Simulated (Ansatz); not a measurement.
The input, for Ansatz 0.2.0:

```yaml
crystal:
  periodic: [false, false, false]
  atoms:
    - {symbol: C, position_ang: [-0.010612, -0.238780, 2.227223]}
    - {symbol: Ge, position_ang: [-0.011445, 0.070864, 0.399664]}
    - {symbol: Si, position_ang: [0.036519, -0.129317, -1.920227]}
    - {symbol: H, position_ang: [-0.066258, 1.341658, -1.836975]}
basis:
  gaussian: {orbitals: STO-3G}
magnetization: {spin_polarized: true, initial_magnetization: 1}
correlation: {method: mp2, electrons: valence}
```

```sh
$ ansatz run in.yaml --threads 1 --pin off --events-out ev --progress --plain --max-ram 2393MiB
```

**Question.** Roughly how long does this take on 1 thread of Arm Neoverse N1, shared host, and how much host memory?

**Answer.** 7 s wall and 0.08 GiB.

```
348 factors; integrals over basis functions are off by at most 2.8e-5 eV
mean field evaluation 1: about -64625.7412 eV, gradient 1.3e1 eV
mean field evaluation 2: about -64625.7671 eV, gradient 1.3e1 eV
mean field evaluation 4: about -64627.6130 eV, gradient 2.4e0 eV
mean field evaluation 8: about -64628.0354 eV, gradient 6.3e-1 eV
mean field evaluation 16: about -64628.6883 eV, gradient 6.6e0 eV
mean field evaluation 32: about -64629.4923 eV, gradient 4.6e-3 eV
mean field evaluation 64: about -64629.5047 eV, gradient 1.3e-1 eV
mean field evaluation 96: about -64627.9598 eV, gradient 1.5e-2 eV
mean field evaluation 128: about -64627.7478 eV, gradient 2.0e0 eV
mean field evaluation 160: about -64627.9953 eV, gradient 5.1e-1 eV
mean field evaluation 192: about -64629.4843 eV, gradient 1.0e0 eV
mean field -64629.51209161 eV, -2375.0907619100 hartree, gradient 2.7e-6 eV, S^2 2.361250; 9 other end points of the search recorded, 0 dependent functions left out
15 core orbitals not correlated: weight in the atoms' cores, before any rotation towards them, 1.000 or more for the frozen orbitals, at most 0.000 for the correlated occupied ones
reference -64629.51209161 eV, -2375.0907619100 hartree; 12, 11 occupied and 6, 7 virtual orbitals, 348 factors
second order -1.77671422 eV of doubles, -0.00000000 eV of singles
Total energy: -64631.28880584 eV, -2375.1560549535 hartree
```
